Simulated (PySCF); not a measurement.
Stepwise substitution at one centre (Al Cl-H). Gas-phase values, no solvent. Strings in code marks are SMILES.

The numbers are results of PySCF with PBE-D3(BJ)/def2-TZVP // PBE0-D3(BJ)/def2-TZVP, not measurements. All candidates: neutral, multiplicity 1. Excitations are Tamm–Dancoff values on a coarser integration grid. The basis has no diffuse functions, so Rydberg states are missing or too high.

```yaml
dipole_moment: 0.92 D
S1 excitation (TDA): 5.79 eV
T1 excitation (TDA): 5.52 eV
```

Name which member has these values.
(A) `[Cl][AlH][Cl]`
(B) `[AlH2][Cl]`
(C) `[Cl][Al]([Cl])[Cl]`

A, `[Cl][AlH][Cl]`. The others give `[AlH2][Cl]`: 1.12 D, 4.96 eV, 4.62 eV; `[Cl][Al]([Cl])[Cl]`: 0.00 D, 5.95 eV, 5.72 eV
